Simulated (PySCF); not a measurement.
Consider `BC[SiH3]` (CH7BSi). Optimised structure (Å), atoms numbered from 1:
```
B     1.4734    0.4613    0.1995
C     0.3851   -0.5623   -0.1875
Si   -1.2621    0.0424    0.5853
H     2.0840    0.3299    1.1904
H     1.6666    1.4031   -0.4700
H     0.2068   -0.6435   -1.2593
H     0.5571   -1.5659    0.2000
H    -2.2771   -0.9807    0.3082
H    -1.6822    1.3099   -0.0170
H    -1.1340    0.2150    2.0341
```

Level of theory: M06-2X/def2-TZVP single points in PySCF, grid level 3; every species was optimised with GFN2-xTB. Thermal corrections: GFN2-xTB frequencies, unscaled, ideal gas at 298.15 K and 1 bar, quasi-RRHO entropy.

**Question.** Rank these bonds by dissociation enthalpy, weakest first.
A. Si3–H
B. C2–H
C. C2–Si3
D. B1–H

**Answer.** C (345 kJ/mol), A (369 kJ/mol), B (398 kJ/mol), D (428 kJ/mol).

Not ranked, since the method can't order them against a listed neighbour: B1–C2 (444 kJ/mol).

**Question.** For C2–Si3, what are ΔE (electronic) and ΔG(298 K) of the homolysis?

**Answer.** ΔE = 359 and ΔG = 299 kJ/mol, beside ΔH = 345 kJ/mol. The radicals are `B[CH2]` and SiH3•.

Known limits: the order of B1–H and B1–C2 is undecided: the gaps lie inside the method's error (some 20 kJ/mol, one structure a species).
